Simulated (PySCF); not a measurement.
Compound: C₇H₅N.
Bonds: N1–C2 (triple), C2–C3, C3–C4 (aromatic), C4–C5 (aromatic), C5–C6 (aromatic), C6–C7 (aromatic), C7–C8 (aromatic), C3–C8 (aromatic). Hydrogens: H9 on C4; H10 on C5; H11 on C6; H12 on C7; H13 on C8.

Method used: TDDFT wB97X-D/def2-SVPD, vertical, gas phase, core orbitals frozen in the response (PySCF 2.14.0, density-fitted response routines). Isolated species at its PBE0-D3(BJ)/def2-SVP geometry, gas phase.

Computed states:

| state | E (eV) | f |
| --- | --- | --- |
| S1 | 5.25 | 0.0076 |
| S2 | 5.74 | 0.206 |
| S3 | 6.65 | 0.0000 |
| S4 | 6.80 | 0.414 |
| S5 | 6.86 | 0.585 |
| S6 | 7.19 | 0.0000 |
| S7 | 7.69 | 0.0002 |
| S8 | 7.69 | 0.0049 |
| S9 | 7.73 | 0.0001 |
| S10 | 7.81 | 0.130 |

Broadening: Gaussians 0.4 eV wide at half height, area fixed by f = 4.319×10⁻⁹ ∫ε dν̃. The width is an assumption, not a result. The curve ends short of the highest state used, and states not computed would add to its high-energy end.

**Question.** What does the envelope look like, and where are its maxima?

**Answer.** 
```json
{"λ (nm)": "172.0", "ε (L mol⁻¹ cm⁻¹)": "6651"}
{"λ (nm)": "174.7", "ε (L mol⁻¹ cm⁻¹)": "21547"}
{"λ (nm)": "177.4", "ε (L mol⁻¹ cm⁻¹)": "45296"}
{"λ (nm)": "180.1", "ε (L mol⁻¹ cm⁻¹)": "63980"}
{"λ (nm)": "182.8", "ε (L mol⁻¹ cm⁻¹)": "62856"}
{"λ (nm)": "185.5", "ε (L mol⁻¹ cm⁻¹)": "44322"}
{"λ (nm)": "188.2", "ε (L mol⁻¹ cm⁻¹)": "23080"}
{"λ (nm)": "190.9", "ε (L mol⁻¹ cm⁻¹)": "9109"}
{"λ (nm)": "193.6", "ε (L mol⁻¹ cm⁻¹)": "2796"}
{"λ (nm)": "196.3", "ε (L mol⁻¹ cm⁻¹)": "719"}
{"λ (nm)": "199.0", "ε (L mol⁻¹ cm⁻¹)": "339"}
{"λ (nm)": "201.7", "ε (L mol⁻¹ cm⁻¹)": "780"}
{"λ (nm)": "204.4", "ε (L mol⁻¹ cm⁻¹)": "2145"}
{"λ (nm)": "207.1", "ε (L mol⁻¹ cm⁻¹)": "4731"}
{"λ (nm)": "209.8", "ε (L mol⁻¹ cm⁻¹)": "8309"}
{"λ (nm)": "212.5", "ε (L mol⁻¹ cm⁻¹)": "11804"}
{"λ (nm)": "215.2", "ε (L mol⁻¹ cm⁻¹)": "13775"}
{"λ (nm)": "217.9", "ε (L mol⁻¹ cm⁻¹)": "13400"}
{"λ (nm)": "220.6", "ε (L mol⁻¹ cm⁻¹)": "11027"}
{"λ (nm)": "223.3", "ε (L mol⁻¹ cm⁻¹)": "7803"}
{"λ (nm)": "226.0", "ε (L mol⁻¹ cm⁻¹)": "4861"}
{"λ (nm)": "228.7", "ε (L mol⁻¹ cm⁻¹)": "2780"}
{"λ (nm)": "231.4", "ε (L mol⁻¹ cm⁻¹)": "1575"}
{"λ (nm)": "234.1", "ε (L mol⁻¹ cm⁻¹)": "975"}
{"λ (nm)": "236.8", "ε (L mol⁻¹ cm⁻¹)": "690"}
{"λ (nm)": "239.5", "ε (L mol⁻¹ cm⁻¹)": "525"}
{"λ (nm)": "242.2", "ε (L mol⁻¹ cm⁻¹)": "396"}
{"λ (nm)": "244.9", "ε (L mol⁻¹ cm⁻¹)": "280"}
{"λ (nm)": "247.6", "ε (L mol⁻¹ cm⁻¹)": "183"}
{"λ (nm)": "250.3", "ε (L mol⁻¹ cm⁻¹)": "109"}
{"λ (nm)": "253.0", "ε (L mol⁻¹ cm⁻¹)": "60"}
{"λ (nm)": "255.7", "ε (L mol⁻¹ cm⁻¹)": "30"}
{"λ (nm)": "258.4", "ε (L mol⁻¹ cm⁻¹)": "14"}
{"λ (nm)": "261.1", "ε (L mol⁻¹ cm⁻¹)": "6"}
{"λ (nm)": "263.8", "ε (L mol⁻¹ cm⁻¹)": "3"}
{"λ (nm)": "266.5", "ε (L mol⁻¹ cm⁻¹)": "1"}
```

Maxima: 216 nm (5.74 eV), ε about 14000, made up of S2 (100%); 181 nm (6.84 eV), ε about 66000, made up of S4 (41%) and S5 (59%) (ε in L mol⁻¹ cm⁻¹; maxima over ε = 5, shares over 10%).

**Question.** Coming from long wavelengths, where does ε first pass 100 L mol⁻¹ cm⁻¹?

**Answer.** At about 251 nm (4.95 eV), 0.31 eV below S1.

**Question.** On this curve, what absorbance would a 10⁻⁵ mol/L sample give at 266 nm over a 1 cm path?

**Answer.** 266 nm is 4.661 eV, where ε is about 1.2 L mol⁻¹ cm⁻¹, so A = ε c l ≈ 1.2e-05 (Beer–Lambert, with the gas-phase spectrum and the assumed width).

**Question.** What would ε be at 6.84 eV, the highest of these maxima, with half the width (0.2 eV)?

**Answer.** About 127000 L mol⁻¹ cm⁻¹ against 66300, a factor of about 1.9; a lone state at its own centre would give exactly 2.

All these states lie below the vertical ionisation energy of 9.76 eV (ΔSCF).
